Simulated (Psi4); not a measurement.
# CH4NSi (SMILES C=N[SiH2]), run twice

Aim: the excited states of CH4NSi at CIS/cc-pCVDZ (density fitting, tdscf states 3, tdscf tda yes).

Program for the calculation: Psi4 1.11.

3 further runs of the same task are left out: 1 that didn't finish, 2 set aside as unsound or not needed.

### Step 1. The structure to begin with

CH4NSi: 7 atoms, total charge 0, spin state doublet. As SMILES, `C=N[SiH2]`. The shape is that of a GFN2-xTB optimisation.

Bond lengths: C1–N2 1.298 Å, N2–Si3 1.642 Å, C1–H4 1.080 Å, C1–H5 1.083 Å, Si3–H6 1.458 Å, Si3–H7 1.446 Å. Angles: C1–N2–Si3 141.5°, N2–C1–H4 117.7°, N2–C1–H5 124.7°, N2–Si3–H6 133.0°, N2–Si3–H7 110.5°, H4–C1–H5 117.6°, H6–Si3–H7 116.5°.

### Step 2. Try one

Contents of run.py:

```python
import psi4

psi4.set_memory(1600000000)
psi4.set_num_threads(1)
psi4.core.set_output_file('psi4.out', False)

mol = psi4.geometry("""
0 2
C
N 1 1.29829
Si 2 1.642075 1 141.47035
H 1 1.079818 2 117.66638 3 179.60974
H 1 1.083288 4 117.62219 2 179.90442
H 3 1.457963 2 132.95955 1 -0.0312
H 3 1.445928 6 116.53648 2 179.78271
symmetry c1
""")

options = {'basis': 'cc-pCVDZ', 'reference': 'uhf', 'scf_type': 'df', 'tdscf_states': 3, 'tdscf_tda': True, 'd_convergence': 1e-16, 'maxiter': 50}
psi4.set_options(options)

E = psi4.energy('td-scf')
print('E =', round(E, 9))
for k, v in sorted(psi4.core.scalar_variables().items()):
    print(f'{k:45s} {v:18.10f}')
```

Run with:

```bash
$ python run.py
```

psi4.out:

```text
=> Loading Basis Set <=

    Name: CC-PCVDZ
    Role: ORBITAL
    Keyword: BASIS

         ---------------------------------------------------------
                                   SCF
                              UHF Reference
                        1 Threads,   1525 MiB Core
         ---------------------------------------------------------

  ==> Geometry <==

    Molecular point group: c1
    Full point group: C1

    Geometry (in Angstrom), charge = 0, multiplicity = 2:

[... 98 lines left out ...]
   @DF-UHF iter   2:  -383.44975089442494   -6.15385e-02   3.82935e-03 DIIS/ADIIS
[... 7 lines left out ...]
   @DF-UHF iter  10:  -383.51090636406951   -1.12528e-05   6.70798e-06 DIIS
[... 7 lines left out ...]
   @DF-UHF iter  18:  -383.51090741393057   -1.36424e-12   3.54695e-09 DIIS
[... 7 lines left out ...]
   @DF-UHF iter  26:  -383.51090741393102    1.13687e-13   9.87422e-12 DIIS
[... 7 lines left out ...]
   @DF-UHF iter  34:  -383.51090741393091    0.00000e+00   2.40597e-14 DIIS
[... 7 lines left out ...]
   @DF-UHF iter  42:  -383.51090741393102    0.00000e+00   6.70433e-15 DIIS
[... 7 lines left out ...]
   @DF-UHF iter  50:  -383.51090741393091    1.70530e-13   6.85790e-15 DIIS
[... 1 line left out ...]
PsiException: Could not converge SCF iterations in 50 iterations.

  Failed to converge.
```

Standard output:

```text
Traceback (most recent call last):
  File "run.py", line 22, in <module>
    E = psi4.energy('td-scf')
psi4.driver.p4util.exceptions.SCFConvergenceError: Could not converge SCF iterations in 50 iterations.
```

Run time: 3.6 s. Hardware: 1 thread of Intel Xeon Platinum 8488C (Sapphire Rapids), shared host; peak memory 0.27 GiB.

### Step 3. Diagnosis

No converged result was reached.

The log says `psi4.driver.p4util.exceptions.SCFConvergenceError: Could not converge SCF iterations in 50 iterations.`. The fault: the convergence threshold is tighter than the arithmetic can reach. To mend it: density convergence threshold at its default in place of 1e-16.

### Step 4. Second attempt

Contents of run.py:

```python
import psi4

psi4.set_memory('1600 MB')
psi4.set_num_threads(1)
psi4.core.set_output_file('ch4nsi.out', False)

m = psi4.geometry("""
0 2
C
N 1 1.29829
Si 2 1.642075 1 141.47035
H 1 1.079818 2 117.66638 3 179.60974
H 1 1.083288 4 117.62219 2 179.90442
H 3 1.457963 2 132.95955 1 -0.0312
H 3 1.445928 6 116.53648 2 179.78271
units angstrom
symmetry c1
""")

psi4.set_options({
    'basis': 'cc-pCVDZ',
    'reference': 'uhf',
    'scf_type': 'df',
    'tdscf_states': 3,
    'tdscf_tda': True,
})

E, wfn = psi4.energy('td-hf', return_wfn=True)
print(f'total energy {E:.8f} hartree = {E * 27.211386:.5f} eV')
```

Run with:

```bash
$ python run.py
```

ch4nsi.out (excerpt; [...] marks lines left out):

```text
[...]
  Running in c1 symmetry.
[...]
  Nuclear repulsion =   94.134154928221605
[...]
  Multiplicity = 2
[...]
  Nalpha       = 16
  Nbeta        = 15
[...]
    Number of basis functions: 83
[...]
   @DF-UHF iter   1:  -383.38821240285921   -6.94587e-01   5.06459e-03 ADIIS/DIIS
[...]
   @DF-UHF iter  12:  -383.51090740507294   -1.27935e-07   6.97961e-07 DIIS
[...]
   @S^2 Observed:                9.600185717E-01
[...]
  @DF-UHF Final Energy:  -383.51090740507294
   => Energetics <=
    Nuclear Repulsion Energy =             94.1341549282216050
    One-Electron Energy =                -715.3031790519975175
    Two-Electron Energy =                 237.6581167187029280
    Total Energy =                       -383.5109074050729987
  UHF NO Occupations:
  HONO-2 :   14  A 1.9947265
  HONO-1 :   15  A 1.8996153
[...]
 Multipole Moments:
 ------------------------------------------------------------------------------------
     Multipole            Electronic (a.u.)      Nuclear  (a.u.)        Total (a.u.)
 ------------------------------------------------------------------------------------
 L = 1.  Multiply by 2.5417464519 to convert [e a0] to [Debye]
 Dipole X            :          0.0052303           -0.0059288           -0.0006986
 Dipole Y            :          0.0956597           -0.5084199           -0.4127602
 Dipole Z            :          0.7444420           -1.1143471           -0.3699051
 Magnitude           :                                                    0.5542574
[...]
**********                               WARNING                                **********
**********       The names of excited state variables changed between 1.5       **********
[...]
**********                               WARNING                                **********
**********  Length-gauge rotatory strengths are **NOT** gauge-origin invariant  **********
[...]
                                    Excitation Energy         Total Energy        Oscillator Strength             Rotatory Strength
[...]
Excited State    1 (1 A):   0.13743 au   331.55 nm f = 0.0016
[...]
Excited State    2 (1 A):   0.16440 au   277.14 nm f = 0.0610
[...]
Excited State    3 (1 A):   0.17154 au   265.61 nm f = 0.2089
[...]
**********                               WARNING                                **********
**********       The names of excited state variables changed between 1.5       **********
[...]
```

The script printed:

```text
total energy -383.51090741 hartree = -10435.86334 eV
```

Wall time 3.3 s (1 thread of Intel Xeon Platinum 8488C (Sapphire Rapids), shared host); peak memory 0.28 GiB.

The roots found:

```tsv
excited state	energy (eV)	strength	label
1	3.740	0.0016	A 1
2	4.474	0.0610	A 1
3	4.668	0.2089	A 1
```

### Step 5. Outcome

At CIS/cc-pCVDZ (density fitting, tdscf states 3, tdscf tda yes):

| quantity | value |
| --- | --- |
| ground-state or mean-field energy | -383.51091 Eh |
| dipole moment (Hartree–Fock density) | 1.41 D |
| HOMO energy (Hartree–Fock orbitals) (highest over α and β) | -7.38 eV |
| LUMO energy (Hartree–Fock orbitals) (lowest over α and β) | 2.08 eV |
| ⟨S²⟩ of the reference determinant | 0.960 |
| lowest excitation energy | 3.74 eV |

In words: ⟨S²⟩ is 0.96 where a pure doublet has 0.75: the reference is spin-contaminated. The brightest of the 3 transitions from the ground state lies at 4.67 eV (266 nm, f = 0.209); the lowest, at 3.74 eV, has f = 0.002.
